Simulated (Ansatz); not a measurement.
Ideal-gas functions of AlFHO, SMILES `[O][AlH][F]` radical at 298.15 K and 1 bar, from an Ansatz frequency run at PBE0-D4/def2-TZVP.

Molar mass 62.99 g/mol, point group Cs (symmetry number 1), electronic degeneracy 2, moments of inertia 15.822, 72.275, 88.097 u Å². Harmonic wavenumbers (cm⁻¹, unscaled): 219, 476, 598, 759, 905, 2014.

Use S(trans) = R[1.5 ln M + 2.5 ln T − 1.1517]; rotational temperatures θ = 24.2544 K / I; S(rot) = R[ln(√π/σ · √(T³/θAθBθC)) + 1.5]; for each mode x = 1.438777 ν̃/T, S = R[x/(eˣ − 1) − ln(1 − e⁻ˣ)] and H = RT x/(eˣ − 1); 1 cm⁻¹ = 0.0119627 kJ/mol; R = 8.31446 J/(mol·K).

By hand: the entropy, in J/(mol·K).

Translation 160.5. Rotation: θ = 1.533, 0.3356, 0.2753 K, giving 96.4. Vibration, mode by mode: 8.23, 3.02, 1.90, 1.02, 0.57, 0.01, in all 14.7. Electronic 5.8. Sum 277.4 J/(mol·K).

By hand: H − E and G − E in kJ/mol, counted from the electronic energy.

Zero-point energy ½ × 4971 × 0.0119627 = 29.7; thermal vibration 2.8; translation, rotation and pV give 4 RT = 9.9. H − E = 42.4 kJ/mol, and G − E = 42.4 − 298.15 × 277.4/1000 = -40.3 kJ/mol.

Vibration gives 5 % of the entropy.
